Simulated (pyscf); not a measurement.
Structures and frequencies: ωB97X-D3(BJ)/def2-SVP in PySCF. Correlated levels are frozen-core, on RHF or UHF. ΔMP2 is the change of the MP2 total energy from the triple- to the quadruple-zeta basis.

Q: For H₂B–F + H₂C=CH₂ → H₃C–CH₂–BH–F, an addition across a multiple bond or ene-type step (singlet surface; B–H broken, B–C, C–H formed), PBE/def2-TZVP gives ΔE‡ = -20.2 kJ/mol and ΔE = -159.1 kJ/mol (zero: the separated reactants). In which direction and how far do B3LYP-D3(BJ)/def2-TZVP, PBE0-D3(BJ)/def2-TZVP, CCSD(T)/def2-TZVPP + ΔMP2(QZVPP) move these?

A: B3LYP-D3(BJ): ΔE‡ = 17.5 kJ/mol, ΔE = -148.5 kJ/mol; PBE0-D3(BJ): ΔE‡ = -19.9 kJ/mol, ΔE = -174.6 kJ/mol; CCSD(T): ΔE‡ = 20.7 kJ/mol, ΔE = -151.3 kJ/mol. PBE's barrier matches one of them and lies within 40.9 kJ/mol of the others. Its reaction energy lies among theirs. On the reactant side the descent ends in a complex, 17.1 kJ/mol under the separated species and 23.6 kJ/mol under the saddle at ωB97X-D3(BJ)/def2-TZVP. At PBE, PBE0-D3(BJ) the saddle lies under the separated reactants, which points to a path from their complex (located at ωB97X-D3(BJ) alone). At the saddle there is also a short B–C contact that neither side keeps. At ωB97X-D3(BJ) the barrier from the zero used here is 6.5 kJ/mol. H₃C–CH₂–BH–F lies 66.4 kJ/mol over its isomer H₃C–B(CH₃)–F, and others may lie lower still (electronic energy, ωB97M-D3(BJ)). One saddle was located; it need not be the lowest between these sides. The CCSD(T) − MP2 part came from Ansatz, without density fitting, on the same reference.
